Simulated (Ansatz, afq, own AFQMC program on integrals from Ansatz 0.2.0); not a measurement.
**PtN2, triplet → PtN2, quintet**

```xyz
3

Pt    0.0000    0.0180    1.7500
N     0.0000   -0.1211   -0.3381
N     0.0000    0.1031   -1.4119
```

Connectivity, by distances: Pt–N–N.

E(quintet, charge +0) − E(triplet, charge +0) at this geometry, on UHF and UHF determinants.

Basis def2-SVP with its core potentials. Noble-gas cores (and the filled d shells of Ga–Kr and In–Xe) are frozen. Ansatz 0.2.0 and our own AFQMC program on the same integrals; the CISD trial comes from CCSD amplitudes, and released means the phaseless constraint is let go. Error bars are statistical, one sigma. No spin–orbit coupling. The metal's outer-core s and p shells are frozen, which shifts wave-function levels against functionals. The errors of all members are added in quadrature.

No full CI on the walks' own integrals is used here; CCSDT(Q) serves as the reference and is uncertain by about the last step of the cluster series. Each member takes its own surest rung, up to full CI.

Errors are counted within def2-SVP, not against nature.

Cautions: no spin-orbit coupling; outer-core shells of the metal frozen; PtN₂ (triplet): another spin lies lower, the released energies get too noisy after the second time (errors over twice the walk's own, or jumping), so no released level is given (meV from the phaseless value at times in 1/Eh: -3 ± 6 at 0.24, -10 ± 7 at 0.60, -42 ± 20 at 1.20, -44 ± 13 at 1.80, -27 ± 27 at 2.60), its ph-AFQMC/CISD value lies 30 ± 6 meV above CCSDT(Q); PtN₂ (quintet): another spin lies lower, the released energies are still falling, so no released level is given (meV from the phaseless value at times in 1/Eh: -16 ± 11 at 0.24, -26 ± 10 at 0.60, -59 ± 12 at 1.20, -68 ± 18 at 1.80, -99 ± 21 at 2.60), though the last usable value meets CCSDT(Q) within the noise, its ph-AFQMC/CISD value lies 46 ± 9 meV above CCSDT(Q).

Reference (CCSDT(Q)): 416.3 kJ/mol.

| level | vertical spin gap (kJ/mol) | error against CCSDT(Q) (kJ/mol) |
| --- | --- | --- |
| HF | 313.2 | -103.1 |
| MP2 | 438.2 | 21.9 |
| CCSD | 410.7 | -5.5 |
| CCSD(T) | 417.5 | 1.2 |
| CCSDT | 416.2 | -0.1 |
| ph-AFQMC/CISD | 417.8 ± 1.1 | 1.6 ± 1.1 |

Correlation beyond CCSD(T) takes off 1.2 kJ/mol. The perturbative (T) step is worth +6.7 kJ/mol.

A walk keeps the symmetry of its determinant, which the program's search chose and which needn't be the lowest solution, so a lower state of the same spin and another symmetry isn't excluded.
